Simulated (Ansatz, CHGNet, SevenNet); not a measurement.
## Ladder of methods for the surface energy (computed: mean of the (100), (110) and (111) faces) of fcc Pt

Reference value: 2.49 J/m² (measured, 0 K, liquid surface tension extrapolated to 0 K by a phenomenological method; average over faces; as tabulated in Patra et al. (2017), arXiv:1702.08515).

Task: Put these levels in order of the surface energy (computed: mean of the (100), (110) and (111) faces) that they give for fcc Pt, smallest first: CHGNet 0.3.0 (CHGNet), LDA (Ansatz, a program for electronic structure), PBEsol (Ansatz), SevenNet-0 (SevenNet).

Result: CHGNet 0.3.0 (1.24 J/m²), SevenNet-0 (1.66 J/m²), PBEsol (2.14 J/m²), LDA (2.32 J/m²)

Differences against the reference: CHGNet 0.3.0 -50 %, SevenNet-0 -33 %, LDA -6.8 %, PBEsol -14.1 %.

Density-functional levels without +SOC have no spin–orbit coupling. Computed faces are unreconstructed. Each level is taken at its own relaxed cell. Ansatz's density-functional and Hartree–Fock values are scalar-relativistic unless marked +SOC, with PAW data made under PBE.

Machine-learned potentials (CHGNet 0.3.0, SevenNet-0) are trained on DFT data, which may include these solids.

Differences are worked out from the printed values.
